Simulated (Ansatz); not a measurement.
What does this script print? It uses the Python package of Ansatz (0.2.0).

Contents of `bclhs.xyz`:
```text
4

S     0.70760   -1.07330    0.37690
B    -0.42370   -0.02370   -0.80200
Cl   -1.84950    0.97910   -0.14550
H     1.62110    0.05760    0.55030
```

`composite.py`:
```python
# -*- coding: utf-8 -*-
"""A composite energy for BClHS: DFT geometry, MP2 basis limit, coupled-cluster correction."""

import itertools
import warnings

import ansatz
from ase.data import atomic_numbers, covalent_radii
import numpy as np

BASIS_SET = "def2-SVP"
XC = "b3lyp"

warnings.simplefilter("ignore", ansatz.DeckWarning)

molecule = ansatz.Crystal.molecule_from_extxyz("bclhs.xyz")

setup = (
    molecule.calculation()
    .basis(gaussian=BASIS_SET)
    .functional(XC)
    .spin("collinear", total=1)
)
symbols = [site.symbol for site in molecule.cartesian_sites]
start = np.array([site.position_ang for site in molecule.cartesian_sites], dtype=float)
data = setup.relax(force_tolerance=0.01, max_steps=100).run(threads=1).report
end = np.array(data["positions_ang"])
# pairs closer than 1.2 times the sum of covalent radii, before or after
radius = [covalent_radii[atomic_numbers[s]] for s in symbols]
span = lambda where, i, j: np.linalg.norm(where[i] - where[j])
bonded = [(i, j) for i, j in itertools.combinations(range(len(symbols)), 2) if min(span(start, i, j), span(end, i, j)) < 1.2 * (radius[i] + radius[j])]
print("pair        before    after (A)")
for i, j in bonded:
    print(f"{symbols[i]}{i}-{symbols[j]}{j}".ljust(10), f"{span(start, i, j):8.4f} {span(end, i, j):8.4f}")

minimum = ansatz.Crystal.molecule()
for symbol, place in zip(symbols, end):
    minimum = minimum.atom(symbol, place.tolist())
at_minimum = minimum.calculation().spin("collinear", total=1)
# MP2 extrapolated to the basis limit, plus the small-basis difference CCSD(T) - MP2
level = lambda method, basis: at_minimum.basis(gaussian=basis).correlation(method).run(threads=1).report
small, large, cluster = level("mp2", "cc-pVDZ"), level("mp2", "cc-pVTZ"), level("ccsd_t", "cc-pVDZ")
corr = lambda each: (each["free_energy_ev"] - each["reference_energy_ev"]) / 27.211386246
mp2_limit = (27 * corr(large) - 8 * corr(small)) / 19
pieces = {"HF / cc-pVTZ": large["reference_energy_ev"] / 27.211386246, "MP2 correlation, DZ-TZ limit": mp2_limit, "CCSD(T) - MP2 / cc-pVDZ": corr(cluster) - corr(small)}
for name, value in pieces.items():
    print(f"{name:32s} {value:14.6f} Ha")
print(f"{'sum':32s} {sum(pieces.values()):14.6f} Ha")
print("T1 diagnostic", round(cluster["correlation"]["coupled_cluster"]["t1_diagnostic"], 4))
```

```console
$ python composite.py
pair        before    after (A)
S0-B1        1.9420   1.7809
S0-H3        1.4641   1.3546
B1-Cl2       1.8627   1.7392
HF / cc-pVTZ                        -882.352522 Ha
MP2 correlation, DZ-TZ limit          -0.481431 Ha
CCSD(T) - MP2 / cc-pVDZ               -0.044880 Ha
sum                                 -882.878832 Ha
T1 diagnostic 0.0166
```

Caveats:
- Total energies depend on the basis set; only differences at equal settings carry meaning.
- The sum leaves out core correlation, relativity, the Hartree-Fock basis error and zero-point energy; a DZ-TZ extrapolation is rough.
- The run takes the species as open-shell (spin multiplicity 2), which needn't be its ground state.
- b3lyp holds the VWN-RPA fit, as in Gaussian; the form of ORCA and Turbomole is b3lyp5.
- Inner cores stay frozen, so this is valence correlation.
- For Al to Cl the sets with a tight d function, cc-pV(X+d)Z, are usual.
- An extrapolation from small basis sets is rough.
- It ran for 26 s on 1 thread of Arm Neoverse V2, with other jobs on the host, peak memory 0.26 GiB.
